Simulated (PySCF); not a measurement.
Match the calculated data to a structure.

All candidates are C5H4O2.

| technique | computed result |
| --- | --- |
| Couplings | largest of the computed one-bond spin–spin couplings (means over like bonds): 13C–1H +204.4 (×2), 13C–1H +176.5 (×2), 13C–13C +73.0 (×2), 13C–13C +57.3 (×2), 17O–13C +31.0, 17O–13C +28.6 (×2) Hz [B3LYP/pcJ-1, spin–dipole term left out] |
| Valence photoelectron | vertical ionisation energy: 9.23 eV [ΔSCF PBE0/def2-SVPD] |
| 13C NMR | chemical shifts (computed TMS as zero) by class: 174.2 (1 C), 158.9 (2 C), 126.6 (2 C) ppm [GIAO PBE0/pcSseg-1] |
| NMR, other nuclei | isotropic shieldings of nuclei other than C and H, by class: -219 (1 O), 102 (1 O) ppm [GIAO PBE0/pcSseg-1] |
| Rotational structure | rotational constants A, B, C: 5.907, 2.719, 1.862 GHz [PBE0-D3(BJ)/def2-SVP] |
| UV, first state | lowest singlet excitation: 4.03 eV (308 nm, f = 0.000) [TDDFT PBE0/def2-SVPD] |

The electronic properties come from PySCF, for the isolated species, density fitting. Levels stand in brackets. Geometry: PBE0-D3(BJ)/def2-SVP; no solvent, vibrations or thermal averaging. Each NMR value is the plain mean over a class of atoms that symmetry, rotation or inversion makes alike.

Question: Which candidate is it?
A. `C#C/C=C/C(=O)O`
B. `O=C1C=CC(=O)C1`
C. `C=C1C=C1OC=O`
D. `O=c1ccocc1`

Answer: D. It is `O=c1ccocc1`. Numbering: `[O:1]=[c:2]1[cH:3][cH:4][o:5][cH:6][cH:7]1`. Its formula, C5H4O2, gives 4 degrees of unsaturation: 1 ring and 3 π bonds in the structure found (Kekulé form). 5 carbons fall into 3 classes; from least to most shielded: ring carbonyl carbon [C2] (174.2 ppm), unsaturated ring CH carbon [C4/C6] (158.9 ppm, 2 C), unsaturated ring CH carbon [C3/C7] (126.6 ppm, 2 C). The other shieldings belong to: -219 ppm, carbonyl oxygen [O1]; 102 ppm, ring oxygen [O5]. The couplings run between: +204.4 Hz, unsaturated ring CH carbon [C4] and its hydrogen (with 1 like pair); +176.5 Hz, unsaturated ring CH carbon [C3] and its hydrogen (with 1 like pair); +73.0 Hz, unsaturated ring CH carbon [C3] and unsaturated ring CH carbon [C4] (with 1 like pair); +57.3 Hz, ring carbonyl carbon [C2] and unsaturated ring CH carbon [C3] (with 1 like pair); +31.0 Hz, carbonyl oxygen [O1] and ring carbonyl carbon [C2]; +28.6 Hz, ring oxygen [O5] and unsaturated ring CH carbon [C4] (with 1 like pair). S1 is mainly HOMO→LUMO (weight 0.98); the largest Löwdin shares of the orbital it empties are 0.68 on the carbonyl oxygen, 0.12 on the ring carbonyl carbon and 0.08 on each of 2 atoms of one kind (unsaturated ring CH carbon), of the orbital it fills 0.21 on the carbonyl oxygen, 0.19 on the ring carbonyl carbon and 0.15 on each of 2 atoms of one kind (unsaturated ring CH carbon). The optimised geometry has point group C2v and is an asymmetric top.

The others, at the same levels:
- `O=C1C=CC(=O)C1` fails: its computed 13C shifts are 204.8 (2 C), 157.5 (2 C), 41.6 (1 C) ppm, rotational constant A is 6.711 GHz (against 5.907 GHz) and smallest rotational constant is 1.679 GHz (against 1.862 GHz).
- `C#C/C=C/C(=O)O` fails: its computed lowest singlet excitation is 4.40 eV (282 nm, f = 0.000) (against 4.03 eV), rotational constant A is 10.487 GHz (against 5.907 GHz) and smallest rotational constant is 1.082 GHz (against 1.862 GHz).
- `C=C1C=C1OC=O` fails: it has 5 carbon classes against 3; its computed 13C shifts are 159.3 (1 C), 146.8 (1 C), 121.5 (1 C), 112.7 (1 C), 62.2 (1 C) ppm, lowest singlet excitation is 3.82 eV (324 nm, f = 0.042) (against 4.03 eV) and vertical ionisation energy is 8.14 eV (against 9.23 eV).

Each candidate is one conformer, not necessarily the lowest. Dipoles, sizes and rotational constants follow the conformer. The torsions of the flexible species, by atom-mapped SMILES:
- `[CH:1]#[C:2]/[CH:3]=[CH:4]/[C:5](=[O:6])[OH:7]`: C3–C4–C5–O6 0°, H–O7–C5–C4 180°
- `[CH2:1]=[C:2]1[CH:3]=[C:4]1[O:5][CH:6]=[O:7]`: C3–C4–O5–C6 -1°, C4–O5–C6–O7 0°
